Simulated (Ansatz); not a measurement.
A made-up structure of Si₂H₇O (charge +1), singlet:

O1  (-1.530, 0.393, -0.713)
Si2  (0.265, 0.767, -0.394)
Si3  (0.997, -0.955, 1.026)
H4  (-1.823, -0.462, -1.062)
H5  (-2.135, 1.096, -0.997)
H6  (0.049, 2.124, 0.145)
H7  (0.793, 0.805, -1.775)
H8  (0.587, -2.215, 0.360)
H9  (0.330, -0.760, 2.332)
H10  (-1.798, 0.301, 0.214)
(Å)

It is relaxed with PBE-D4/def2-SVP and then PBE0-D4/def2-TZVP (Ansatz 0.2.0). Atoms count as bonded within 1.22 times the sum of their covalent radii (H–H: 0.88 Å). The end point is not checked to be a true minimum.

Q: Does its bonding change? (Judge from chemistry; the calculation decides.)

A: Computed: Yes. Formed: Si3–H10; broken: O1–H10.

Where it ends: The first stage lowers the energy by 5.57 eV in 27 steps. It ends as Si₂H₇O ([OH2][SiH2][SiH3]), total charge +1:
O1  (-1.773, 0.976, -0.750)
Si2  (0.057, 0.687, -0.581)
Si3  (0.254, -1.054, 0.983)
H4  (-2.385, 0.264, -0.990)
H5  (-2.109, 1.828, -1.069)
H6  (0.398, 2.070, -0.189)
H7  (0.429, 0.410, -1.984)
H8  (1.680, -1.445, 0.929)
H9  (-0.167, -0.515, 2.295)
H10  (-0.648, -2.125, 0.493)
(Å)

Labels in which every atom is bracketed show which atoms are joined, not bond orders.

For scale, one of the runs: PBE0-D4/def2-TZVP relaxation, 147 basis functions, launched by `ansatz run in.yaml --threads 2 --pin off --events-out ev --progress --plain --max-ram 4352MiB`. The run took about 120 s on 2 CPU threads of an Arm Neoverse V1 (shared host).
